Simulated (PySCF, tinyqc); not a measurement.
RKS/BP86 in the sto-3g basis, for CH2, spin multiplicity 1, step by step. The lowest restricted solution is unstable here: a spin-polarised one lies 0.0165 hartree lower (PySCF). One step of it, computed by the program tinyqc.

Question. Iteration 13 (converged): orbitals. Diagonalise F' = X^T F X, C = X C', fill 4 alpha and 4 beta electrons from the bottom; D = 2 C_occ C_occ^T. Each column has its largest component positive (the first on a tie).

converged F (hartree), order 1C 1s, 1C 2s, 1C 2px, 1C 2py, 1C 2pz, 2H 1s, 3H 1s:
```
[[-9.706466, -2.660019, 0.000000, 0.000000, -0.012687, -0.231462, -0.231462],
 [-2.660019, -1.119163, 0.000000, 0.000000, -0.059698, -0.239751, -0.239751],
 [0.000000, 0.000000, -0.071099, 0.000000, 0.000000, 0.000000, 0.000000],
 [0.000000, 0.000000, 0.000000, -0.087688, 0.000000, -0.150577, 0.150577],
 [-0.012687, -0.059698, 0.000000, 0.000000, -0.057389, -0.075790, -0.075790],
 [-0.231462, -0.239751, 0.000000, -0.150577, -0.075790, -0.161512, -0.028052],
 [-0.231462, -0.239751, 0.000000, 0.150577, -0.075790, -0.028052, -0.161512]]
```

X, order 1C 1s, 1C 2s, 1C 2px, 1C 2py, 1C 2pz, 2H 1s, 3H 1s:
```
[[1.025370, -0.137014, 0.000000, 0.000000, -0.003501, 0.016104, 0.016104],
 [-0.137014, 1.083910, 0.000000, 0.000000, 0.026904, -0.145771, -0.145771],
 [0.000000, 0.000000, 1.000000, 0.000000, 0.000000, 0.000000, 0.000000],
 [0.000000, 0.000000, 0.000000, 1.058987, 0.000000, -0.147150, 0.147150],
 [-0.003501, 0.026904, 0.000000, 0.000000, 1.012130, -0.066031, -0.066031],
 [0.016104, -0.145771, 0.000000, -0.147150, -0.066031, 1.064368, -0.008710],
 [0.016104, -0.145771, 0.000000, 0.147150, -0.066031, -0.008710, 1.064368]]
```

Give: F' = X^T F X; orbital energies; coefficients C; D after iteration 13.

Answer.

F' = X^T F X (hartree):
```
[[-9.4920, -1.4233, 0.0000, 0.0000, -0.0156, 0.0035, 0.0035],
 [-1.4233, -0.5843, 0.0000, 0.0000, -0.0320, -0.1212, -0.1212],
 [0.0000, 0.0000, -0.0711, 0.0000, 0.0000, 0.0000, 0.0000],
 [0.0000, 0.0000, 0.0000, -0.0103, 0.0000, -0.1429, 0.1429],
 [-0.0156, -0.0320, 0.0000, 0.0000, -0.0423, -0.0635, -0.0635],
 [0.0035, -0.1212, 0.0000, -0.1429, -0.0635, -0.0755, -0.0131],
 [0.0035, -0.1212, 0.0000, 0.1429, -0.0635, -0.0131, -0.0755]]
```

orbital energies (hartree): [-9.7140, -0.4544, -0.2401, -0.0881, -0.0711, 0.0493, 0.1674]

coefficients C, order 1C 1s, 1C 2s, 1C 2px, 1C 2py, 1C 2pz, 2H 1s, 3H 1s:
```
[[0.9921, -0.2497, 0.0000, 0.1240, 0.0000, -0.0938, 0.0000],
 [0.0312, 0.8723, 0.0000, -0.5241, 0.0000, 0.4477, 0.0000],
 [0.0000, 0.0000, 0.0000, 0.0000, 1.0000, 0.0000, 0.0000],
 [0.0000, 0.0000, 0.5430, 0.0000, 0.0000, 0.0000, 0.9327],
 [0.0026, 0.1439, 0.0000, 0.7067, 0.0000, 0.7168, 0.0000],
 [-0.0050, 0.1952, 0.4726, 0.3944, 0.0000, -0.6240, -0.6116],
 [-0.0050, 0.1952, -0.4726, 0.3944, 0.0000, -0.6240, 0.6116]]
```

D after iteration 13, order 1C 1s, 1C 2s, 1C 2px, 1C 2py, 1C 2pz, 2H 1s, 3H 1s:
```
[[2.1238, -0.5036, 0.0000, 0.0000, 0.1086, -0.0096, -0.0096],
 [-0.5036, 2.0729, 0.0000, 0.0000, -0.4895, -0.0731, -0.0731],
 [0.0000, 0.0000, 0.0000, 0.0000, 0.0000, 0.0000, 0.0000],
 [0.0000, 0.0000, 0.0000, 0.5898, 0.0000, 0.5133, -0.5133],
 [0.1086, -0.4895, 0.0000, 0.0000, 1.0402, 0.6135, 0.6135],
 [-0.0096, -0.0731, 0.0000, 0.5133, 0.6135, 0.8341, -0.0594],
 [-0.0096, -0.0731, 0.0000, -0.5133, 0.6135, -0.0594, 0.8341]]
```
